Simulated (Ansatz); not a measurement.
# CH5Si2−: where a starting geometry ends

The starting geometry of this gas-phase singlet was optimised with GFN2-xTB.

| atom | x (Å) | y (Å) | z (Å) |
| --- | --- | --- | --- |
| C | -0.0146 | 0.1383 | -1.0922 |
| Si | 0.4349 | -1.6381 | -0.8189 |
| Si | 1.4198 | 0.9326 | -0.0676 |
| H | 0.0897 | 0.4868 | -2.1264 |
| H | -0.9911 | 0.4857 | -0.7264 |
| H | -0.4573 | -1.9625 | 0.3757 |
| H | 1.6021 | 0.0426 | 1.1216 |
| H | 2.6218 | 0.5509 | -0.8669 |

Predict what becomes of its bonds when it is optimised with PBE0-D3(BJ)/def2-SVPD.

A new bond forms, giving a structure with H7 bridging Si3 and Si2, given below by its coordinates. Distances that change by over a tenth: Si3–H7 (1.50 → 1.72 Å). Contacts that close: Si2–H7 (2.82 → 1.72 Å).

The energy falls by 0.47 eV over 10 steps:

```csv
step,E − E(last) (eV)
1,0.468
2,0.301
3,0.246
4,0.160
5,0.065
6,0.017
7,0.009
8,0.001
9,0.000
10,0.000
```

Final geometry (Å):

```xyz
8

C    -0.0125    0.2169   -1.1350
Si    0.5476   -1.5256   -0.5046
Si    1.2846    0.9163    0.1204
H     0.2110    0.3942   -2.1955
H    -1.0482    0.4959   -0.8992
H    -0.4221   -1.5910    0.7009
H     1.6424   -0.7126    0.5451
H     2.5024    0.8424   -0.8332
```

Frequencies at the end are all real (lowest 285 cm⁻¹). Run with Ansatz 0.2.0, 15 s on 2 threads of Arm Neoverse V2, on a shared host.
